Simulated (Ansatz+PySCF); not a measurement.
Results of a calculation; reference values are marked as such.
## PySCF 2.14.0 run

```python
from pyscf import gto, scf

mol = gto.M(atom="""
O 0.000000 0.000000 -0.891210
O 0.000000 0.000000 0.891210
H 30.000000 0.000000 -1.822010
F 30.000000 0.000000 0.202450
""", basis='6-31g', charge=0, spin=2)
mf = scf.UHF(mol)
mf.init_guess = 'minao'
mf.kernel()
while True:  # follow internal instabilities
    mo, _, stable, _ = mf.stability(return_status=True)
    if stable: break
    mf.kernel(mf.make_rdm1(mo, mf.mo_occ))
print(mf.converged, mf.e_tot, mf.spin_square()[0])
```

The script is written out from the run's settings.

Results

* Converged: yes
* Total energy: -249.36899 hartree
* Spin squared of the determinant: 3.689

This is not the lowest solution: another run reaches a determinant 0.66 eV lower. Caution: the unrestricted determinant is a mixture of spin states.
